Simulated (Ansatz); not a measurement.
# [AlH2···H···CH3], doublet: the ladder up to UCCSDT(Q)

Geometry: a point of a hydrogen-transfer path between rigid fragments, not a stationary point.

```xyz
8

Al   -1.1531    0.0000    0.0000
H    -1.9460    1.3734    0.0000
H    -1.9460   -1.3734    0.0000
H     0.5429    0.0000    0.0000
C     2.2939    0.0000    0.0000
H     2.2939   -1.0800    0.0000
H     2.2939    0.5400    0.9353
H     2.2939    0.5400   -0.9353
```

Basis cc-pVDZ; Ansatz 0.2.0. Only valence electrons are correlated (noble-gas cores frozen), which leaves 13 electrons in 56 orbitals. R marks a restricted (for open shells ROHF) determinant, U an unrestricted one. Active spaces: pair = (3e, 3o) about the gap; frontier = (9e, 9o) about the gap.

Full CI isn't at hand for all of this; UCCSDT(Q) serves as the reference, and is uncertain by about the last step of the cluster series. The frozen core follows each run's orbitals, which can shift R against U totals by a few meV.

For open shells CISD is restricted-active-space CI with the open shells as a complete middle space.

- UHF ⟨S²⟩: 0.775
- T1 diagnostic (RCCSD): 0.0211
- largest doubles amplitude (RCCSD): 0.034
- T1 diagnostic (UCCSD): 0.0140

```csv
level,E − E(RHF) (eV)
UHF,-0.1605
RMP2,-5.9834
UMP2,-5.9781
RCCSD,-7.2515
UCCSD,-7.2536
RCCSD(T),-7.3909
UCCSD(T),-7.3902
```

(1) Estimate how far UCCSDT(Q) in cc-pVDZ lies from RCCSD(T). The table doesn't fix it; the size of (T) and the diagnostics are the guide.

(1) UCCSDT(Q) in cc-pVDZ lies 33 meV below RCCSD(T), which is 24 % of the (T) step (-139 meV). The diagnostics are small and one determinant leads, so the series closes fast and only a small part of (T) is left.

The other levels:

| level | E − E(UCCSDT(Q)) (meV) | share of correlation (%) | wall time |
| --- | --- | --- | --- |
| CISD | 810 | 89.08 | 7.5 s |
| BCCD(T) | 33 | 99.55 | 6.5 s |
| RCCSDT | 7 | 99.91 | – |
| UCCSDT | 6 | 99.92 | – |
| RCCSDT(Q) | 1 | 99.99 | 9.5 s (H100) |
| CASSCF (pair space) | 6974 | 6.06 | – |
| NEVPT2 (pair space) | 1398 | 81.17 | 3.1 s |
| CASSCF (frontier space) | 5270 | 29.02 | – |
| NEVPT2 (frontier space) | 1338 | 81.97 | 9 s (H100) |
| NEVPT4(SD) (frontier space) | 145 | 98.05 | 10 s (H100) |
| MRCISD (frontier space) | 430 | 94.20 | – |
| MRCISD+Q (frontier space) | 25 | 99.66 | 9.5 s (H100) |

The correlation energy at UCCSDT(Q), counted from RHF, is -7.424 eV. That run took 7.5 s on 2 threads of AMD EPYC 7R13 with a shared H100 80 GB, shared host.

Times hold each run's SCF and search for its determinant on a shared host, so for small cases they say little of a method's own cost; rows without a card ran on 1 thread of AMD EPYC 7R13.
